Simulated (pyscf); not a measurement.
Single points on ωB97X-D3(BJ)/def2-SVP structures (PySCF, gas phase). MP2 and CC: frozen core, UHF for open shells. ΔMP2 is the change of the MP2 total energy from the triple- to the quadruple-zeta basis.

Task: PBE/def2-TZVP puts the barrier of H₂N–GeH₂–Cl (SMILES [NH2][GeH2][Cl]) → Cl–GeH: (SMILES [Cl][GeH]) [singlet] + NH₃ (SMILES N) (1,1-elimination; singlet surface; Ge–N, Ge–H broken, H–N formed) at 2.15 eV and the reaction energy at +1.15 eV, from the reactant's lowest minimum found. What do r²SCAN/def2-TZVP, M06-2X/def2-TZVP, CCSD(T)/def2-TZVPP + ΔMP2(QZVPP) give on the same structures?

Result: r²SCAN: ΔE‡ = 2.39 eV, ΔE = +1.43 eV; M06-2X: ΔE‡ = 2.68 eV, ΔE = +1.45 eV; CCSD(T): ΔE‡ = 2.64 eV, ΔE = +1.37 eV. PBE's barrier lies under all of them, by 0.24 to 0.53 eV. Its reaction energy lies under all of them, by 0.22 to 0.30 eV. On the product side the descent ends in an adduct with a Ge–N contact, 1.14 eV under the separated species and 2.42 eV under the saddle at ωB97X-D3(BJ)/def2-TZVP. What is counted as broken (Ge–N) persists as a longer contact in the product adduct; parting that adduct is a step of its own. At ωB97X-D3(BJ) the barrier from the zero used here is 2.75 eV. One saddle was located; it need not be the lowest between these sides. The CCSD(T) − MP2 part came from Ansatz, without density fitting, on the same reference. The frozen core leaves the outer d or s,p core shells of the metals and heavy elements correlated in the MP2 and CC values, and def2-TZVPP describes them poorly, which can shift differences by a few kcal/mol. Elements up to Kr have no core potential and no relativistic terms here.
